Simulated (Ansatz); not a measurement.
Ansatz (a first-principles code) input (PBE/6-31G*):

Ansatz 0.2 input:
```yaml
crystal:
  periodic: [false, false, false]
  atoms:
    - {symbol: C, position_ang: [0.00724967, -0.72295051, 0.71906962]}
    - {symbol: C, position_ang: [0.04562440, 0.68254748, 0.81501059]}
    - {symbol: C, position_ang: [-0.04432848, -0.81177839, -0.68647340]}
    - {symbol: C, position_ang: [-0.00734761, 0.73271783, -0.72878450]}
    - {symbol: H, position_ang: [0.01502855, -1.49867503, 1.49062995]}
    - {symbol: H, position_ang: [-0.51892031, 1.32167605, 1.50036933]}
    - {symbol: H, position_ang: [0.52058812, -1.48799353, -1.33494466]}
    - {symbol: H, position_ang: [0.87841978, 1.16576513, -1.21872836]}
    - {symbol: H, position_ang: [-0.90230394, 1.21600897, -1.15026007]}
basis:
  gaussian:
    orbitals: 6-31G*
hamiltonian:
  xc: {name: PBE}
total_charge: -1
relax: {f_tol: 0.003, max_steps: 120}
```

Task: What final total energy does it give?

Result: -155.08524 Eh.
